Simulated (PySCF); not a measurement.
**How well do the runs reproduce experiment for CH3N?**

**What was measured.**

NIST CCCBDB Release 22 (SRD 101), experimental dipoles lists, for the gas: dipole moment 2 D.

The runs below try to reproduce these values; the comparison stands at the end.

Compound: CH3N.
SMILES with atom numbers: `[CH2:1]=[NH:2]` (hydrogens: H3, H4 on C1; H5 on N2)

Cartesian coordinates in Å at the PBE0-D3(BJ)/def2-TZVP level; atoms count from 1:
```xyz
5
CH3N angstrom
C     -0.384   -0.021   -0.168
N      0.706   -0.505   -0.578
H     -0.479    0.896    0.423
H     -1.314   -0.539   -0.411
H      1.495    0.072   -0.284
```

Runs made with PySCF (gas phase, on this PBE0-D3(BJ)/def2-TZVP geometry; no spin–orbit coupling):

```
                              level                                                                                         job  basis functions  wall time
PBE0-D3(BJ)/def2-TZVP, grid level 2                                geometry optimisation from a GFN2-xTB start shaken at random               80       16 s
                     B97-2/pcSseg-2                                                                                  shieldings              114      3.5 s
                       KT3/pcSseg-2                                                                                  shieldings              114      5.5 s
                      PBE0/pcSseg-2                                                     shieldings, charges and field gradients              114      5.9 s
                   wB97X-D/pcSseg-2                                                                                  shieldings              114      4.7 s
              CAM-B3LYP/aug-cc-pVTZ                          10 singlets by full TDDFT, 4 Tamm–Dancoff triplets, polarisability              161      7.9 s
                   PBE0/aug-cc-pVTZ  10 singlets by full TDDFT, 4 Tamm–Dancoff triplets, polarisability, dynamic polarisability              161      8.0 s
                wB97X-D/aug-cc-pVTZ               10 singlets by full TDDFT, 4 Tamm–Dancoff triplets, polarisability, ΔSCF ions              161       16 s
                        B3LYP/pcJ-2                                                 spin–spin couplings from 5 perturbed nuclei              174      7.8 s
                        B97-2/pcJ-2                                                 spin–spin couplings from 5 perturbed nuclei              174      7.6 s
                         PBE0/pcJ-2                                                 spin–spin couplings from 5 perturbed nuclei              174      7.7 s
```

Hardware: one thread, Arm Neoverse N1 (aarch64), no GPU, shared host.

Results beside the measurements:

**Dipole moment.** Measured: 2 D (NIST CCCBDB Release 22 (SRD 101), experimental dipoles).

```tsv
level	computed (D)	computed − measured (D)	% (from the printed values)
PBE0-D3(BJ)/def2-TZVP	2.01	+0.01	0
B97-2/pcSseg-2	2.03	+0.03	+1
KT3/pcSseg-2	1.90	-0.10	-5
PBE0/pcSseg-2	2.05	+0.05	+2
wB97X-D/pcSseg-2	2.10	+0.10	+5
CAM-B3LYP/aug-cc-pVTZ	2.08	+0.08	+4
PBE0/aug-cc-pVTZ	2.01	+0.01	0
wB97X-D/aug-cc-pVTZ	2.05	+0.05	+2
B3LYP/pcJ-2	2.04	+0.04	+2
B97-2/pcJ-2	2.03	+0.03	+1
PBE0/pcJ-2	2.04	+0.04	+2
```

The computed dipoles belong to one fixed geometry; measured ones are averaged over vibrations unless marked μe. Magnitudes are compared, not signs.

No measured geometry was used, and the causes of the misses weren't examined.
